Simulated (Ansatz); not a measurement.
# One shape, several levels: [AlH3]− (SMILES [AlH3-])

Wanted: a comparison of 5 runs (U-revPBE/3-21G, UPBE0/3-21G, UBHLYP/6-31G*, RPA@PBE/6-31G*, UCCSDT/3-21G) of [AlH3]−. 

Program for the calculation: Ansatz 0.2.0.

## 1. Starting point

[AlH3]− has 4 atoms, charge -1, and is taken as a doublet. As SMILES, `[AlH3-]`. The H2–Al1 distance was set to 3.368 Å, away from the relaxed value. At this shape a bond of the SMILES string is far longer than usual.

Bond lengths: Al1–H3 1.685 Å, Al1–H4 1.685 Å. Angles: H3–Al1–H4 101.1°.

## 2. The energy at U-revPBE/3-21G (run 1)

File job.yaml:

```yaml
crystal:
  periodic: [false, false, false]
  atoms:
    - {symbol: Al, position_ang: [-0.794045, 0.156628, -1.838972]}
    - {symbol: H, position_ang: [0.471920, 0.754070, 1.224440]}
    - {symbol: H, position_ang: [-1.983095, -0.982582, -1.481212]}
    - {symbol: H, position_ang: [0.406265, -0.824282, -2.499402]}
basis:
  gaussian:
    orbitals: 3-21G.json
total_charge: -1
magnetization:
  spin_polarized: true
  initial_magnetization: 1
hamiltonian:
  xc: {name: revPBE}
accuracy: high
```

The basis set 3-21G is read from a file made from the Basis Set Exchange's data (not shown).

The run is started by

```
$ ansatz run job.yaml --threads 1 --pin off --max-ram 2610MiB --events-out events.jsonl --progress --plain --runs-dir runs
```

The program printed:

```text
Warning: RAYON_NUM_THREADS=1 ignored (pool sized by the plan → 1); use --threads N
Functional definition: revPBE
  name "revPBE"
  parameter kappa = 1.245
  parameter beta = 0.06672455060314922
  exchange = pbe_x(kappa = kappa, mu = beta*pi^2/3)
  correlation = pbe_c(beta = beta)
364 factors; integrals over basis functions are off by at most 3.1e-9 eV
mean field evaluation 1: about -6601.7033 eV, gradient 1.2e1 eV
mean field evaluation 2: about -6588.7266 eV, gradient 1.8e1 eV
mean field evaluation 4: about -6604.2140 eV, gradient 1.8e0 eV
mean field evaluation 8: about -6604.2657 eV, gradient 1.4e0 eV
mean field evaluation 16: about -6604.2986 eV, gradient 1.4e-8 eV
mean field evaluation 32: about -6604.1472 eV, gradient 2.2e0 eV
mean field -6604.29856750 eV, -242.7034958014 hartree, gradient 2.6e-8 eV, S^2 0.824214; 3 other end points of the search recorded, 0 dependent functions left out
reference -6604.29857155 eV, -242.7034959501 hartree; 9, 8 occupied and 10, 11 virtual orbitals, 364 factors
Total energy: -6604.29857155 eV, -242.7034959501 hartree
```

Run time: 1.4 s. Hardware: 1 thread of Arm Neoverse V2, shared host; peak memory 0.11 GiB.

## 3. The energy at UPBE0/3-21G (run 2)

Edit job.yaml of step 2 so:

```diff
@@ -15,3 +15,3 @@
 hamiltonian:
-  xc: {name: revPBE}
+  xc: pbe0
 accuracy: high
```

The basis set 3-21G is read from a file made from the Basis Set Exchange's data (not shown).

The run is started by

```
$ ansatz run job.yaml --threads 1 --pin off --max-ram 2610MiB --events-out events.jsonl --progress --plain --runs-dir runs
```

The program printed:

```text
Warning: RAYON_NUM_THREADS=1 ignored (pool sized by the plan → 1); use --threads N
Functional definition: PBE0
  name "PBE0"
  parameter a = 0.25
  parameter kappa = 0.804
  parameter beta = 0.06672455060314922
  exchange = (1 - a)*pbe_x(kappa = kappa, mu = beta*pi^2/3) + a*exact_x
  correlation = pbe_c(beta = beta)
364 factors; integrals over basis functions are off by at most 3.1e-9 eV
mean field evaluation 1: about -6600.2028 eV, gradient 9.9e0 eV
mean field evaluation 2: about -6589.9238 eV, gradient 1.7e1 eV
mean field evaluation 4: about -6602.1073 eV, gradient 1.7e0 eV
mean field evaluation 8: about -6602.1799 eV, gradient 9.4e-1 eV
mean field evaluation 16: about -6602.3156 eV, gradient 4.8e-6 eV
mean field -6602.31555853 eV, -242.6306215657 hartree, gradient 1.5e-8 eV, S^2 0.920829; 0 other end points of the search recorded, 0 dependent functions left out
reference -6602.31556098 eV, -242.6306216558 hartree; 9, 8 occupied and 10, 11 virtual orbitals, 364 factors
Total energy: -6602.31556098 eV, -242.6306216558 hartree
```

Run time: 1.2 s. Hardware: 1 thread of Arm Neoverse V2, shared host; peak memory 0.11 GiB.

Runs 3 to 4 aren't shown in full; the table further down has their settings and results.

## 4. The energy at UCCSDT/3-21G (run 5)

File in.yaml:

```yaml
crystal:
  periodic: [false, false, false]
  atoms:
    - {symbol: Al, position_ang: [-0.794045, 0.156628, -1.838972]}
    - {symbol: H, position_ang: [0.471920, 0.754070, 1.224440]}
    - {symbol: H, position_ang: [-1.983095, -0.982582, -1.481212]}
    - {symbol: H, position_ang: [0.406265, -0.824282, -2.499402]}
basis:
  gaussian: {orbitals: 3-21G.json}
total_charge: -1
magnetization: {spin_polarized: true, initial_magnetization: 1}
correlation: {method: ccsdt, frozen_orbitals: {Al: 5, H: 0}}
accuracy: high
scf: {omitted_lower_state_checks: [cluster_reference, increment]}
```

The basis set 3-21G is read from a file made from the Basis Set Exchange's data (not shown).

The run is started by

```
$ ansatz run in.yaml --threads 1 --pin off --max-ram 2610MiB --events-out events.jsonl --progress --plain --runs-dir runs
```

The program printed:

```text
Warning: RAYON_NUM_THREADS=1 ignored (pool sized by the plan → 1); use --threads N
[... 14 lines left out ...]
5 core orbitals not correlated: weight in the atoms' cores, before any rotation towards them, 1.000 or more for the frozen orbitals, at most 0.000 for the correlated occupied ones
[... 46 lines left out ...]
Total energy: -6591.93654841 eV, -242.2491999789 hartree
Checks for a lower state left out: cluster_reference, increment
```

Run time: 0.7 s. Hardware: 1 thread of Arm Neoverse V2, shared host.

## 5. The series

```
run                                 level  frozen core orbitals  energy (Eh)   ⟨S²⟩  wall time
  1                        U-revPBE/3-21G                     –  -242.703496  0.824      1.4 s
  2                           UPBE0/3-21G                     –  -242.630622  0.921      1.2 s
  3   UBHLYP/6-31G* (spherical functions)                     –  -244.081433  0.923      2.1 s
  4  RPA@PBE/6-31G* (spherical functions)                     5  -243.655087  0.814      2.4 s
  5                          UCCSDT/3-21G                     5  -242.249200  1.174      0.7 s
```

## 6. Outcome

| quantity | value |
| --- | --- |
| run 5: total energy | -242.24920 Eh |
| run 5: correlation energy (5 core orbitals frozen) | -63.5 mEh |
| run 5: ⟨S²⟩ of the reference determinant | 1.174 |
| run 5: T1 diagnostic | 0.109 |

In words: Totals of different functionals can't be ranked against each other. Spin contamination of the reference: run 5 ⟨S²⟩ = 1.17, run 3 ⟨S²⟩ = 0.92, run 2 ⟨S²⟩ = 0.92. All runs together took 7.9 s, the longest 2.4 s.
